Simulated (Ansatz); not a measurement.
CH5ClO, closed shell: a pair in one relaxed arrangement.

Input (in.yaml):

```yaml
crystal:
  periodic: [false, false, false]
  atoms:
    - {symbol: Cl, position_ang: [-0.672891, 0.847655, -2.624392]}
    - {symbol: H, position_ang: [-0.483282, 0.082161, -1.574316]}
    - {symbol: C, position_ang: [0.131966, 0.122653, 0.933204]}
    - {symbol: O, position_ang: [-0.139667, -0.792490, -0.118127]}
    - {symbol: H, position_ang: [-0.740094, 0.769245, 1.020217]}
    - {symbol: H, position_ang: [1.007332, 0.742427, 0.716346]}
    - {symbol: H, position_ang: [0.278886, -0.399806, 1.882702]}
    - {symbol: H, position_ang: [0.617650, -1.371846, -0.235635]}
basis:
  gaussian: {orbitals: "def2-TZVPPD.json"}
hamiltonian: {xc: {name: B3LYP}, dispersion: d4}
```

The basis file named in the input lies beside it (Basis Set Exchange, JSON).

Run by:

```bash
ansatz run in.yaml --threads 4 --pin off --events-out ev --progress --plain --max-ram 9574MiB
```

What Ansatz 0.2.0 printed:

```
Functional definition: B3LYP
  name "B3LYP"
  cite "Stephens, Devlin, Chabalowski & Frisch, J. Phys. Chem. 98, 11623 (1994) doi:10.1021/j100096a001"
  cite "Becke, Phys. Rev. A 38, 3098 (1988) doi:10.1103/PhysRevA.38.3098"
  cite "Lee, Yang & Parr, Phys. Rev. B 37, 785 (1988) doi:10.1103/PhysRevB.37.785"
  cite "Vosko, Wilk & Nusair, Can. J. Phys. 58, 1200 (1980) doi:10.1139/p80-159"
  parameter a0 = 0.2
  parameter ax = 0.72
  parameter ac = 0.81
  exchange = (1 - a0 - ax)*slater_x + ax*b88_x + a0*exact_x
  correlation = (1 - ac)*vwn_rpa_c + ac*lyp_c
987 factors; their error is unknown
mean field evaluation 1: about -15685.6392 eV, gradient 5.2e1 eV
mean field evaluation 2: about -15679.7508 eV, gradient 7.7e1 eV
mean field evaluation 4: about -15690.7838 eV, gradient 3.0e0 eV
mean field evaluation 8: about -15690.8001 eV, gradient 3.3e-2 eV
mean field evaluation 16: about -15690.8166 eV, gradient 5.0e-5 eV
mean field -15690.81660198 eV, -576.6268745054 hartree, gradient 5.0e-5 eV, S^2 0.000000; 0 other end points of the search recorded, 0 dependent functions left out
reference -15690.81688371 eV, -576.6268848588 hartree; 18, 18 occupied and 195, 195 virtual orbitals, 987 factors
Total energy: -15690.95408669 eV, -576.6319269751 hartree
```

The lines “mean field evaluation” count trial sets of orbitals through the whole run, from several starts and some on an approximate energy, so they need not fall steadily or lie above the final value.

Hardware: 4 CPU threads of an Arm Neoverse V1, shared host. Wall time about 1.9 s.
